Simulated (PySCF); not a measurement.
## Löwdin shares of the frontier orbitals

Compound: C₂H₂ClF₃.
Numbering: `[F:1][CH2:2][C:3]([F:4])([F:5])[Cl:6]` (hydrogens: H7, H8 on C2)

Cartesian coordinates in Å at the PBE0-D3(BJ)/def2-SVP level; atoms count from 1:
```xyz
8
C2H2ClF3 angstrom
F     -1.573   -0.691   -0.560
C     -0.753    0.226    0.015
C      0.681   -0.263   -0.057
F      0.825   -1.420    0.587
F      1.060   -0.451   -1.320
Cl     1.740    0.956    0.695
H     -1.021    0.369    1.073
H     -0.821    1.187   -0.518
```

Computed, not measured: TDDFT PBE0/def2-SVPD, vertical, gas phase, core orbitals frozen in the response in PySCF 2.14.0, density-fitted response routines.

Frontier orbitals with the atoms that hold most of them (Löwdin shares over 4%, at most four atoms):

```tsv
orbital	ε (eV)	atoms
LUMO+2	1.34	Cl6 29%, F1 18%, H8 11%, H7 11%
LUMO+1	0.61	C2 25%, Cl6 25%, H7 11%, H8 11%
LUMO	-0.24	Cl6 53%, C3 27%, C2 6%
HOMO	-9.87	Cl6 81%, C3 5%, F4 4%, F5 4%
HOMO-1	-9.89	Cl6 76%, C3 9%, F1 6%, C2 5%
HOMO-2	-10.63	Cl6 22%, F1 20%, C2 14%, F4 13%
HOMO-3	-10.89	F1 47%, C2 22%, H7 10%, H8 10%
```

Task: The HOMO–LUMO gap is 9.63 eV. Where does the response calculation put the lowest singlet, and from which orbitals?

Result: S1 is at 7.86 eV (f = 0.0004), 1.77 eV below the gap, made of HOMO→LUMO (96%). 

Next come S2 at 7.88 eV (f 0.0082), HOMO-1→LUMO (95%); S3 at 8.98 eV (f 0.086), HOMO-2→LUMO (92%); S4 at 9.17 eV (f 0.0005), HOMO-3→LUMO (70%), HOMO→LUMO+1 (24%); S5 at 9.30 eV (f 0.051), HOMO-1→LUMO+1 (93%).

Löwdin shares depend on the basis, the more so with diffuse functions.

One conformer stands for the species.
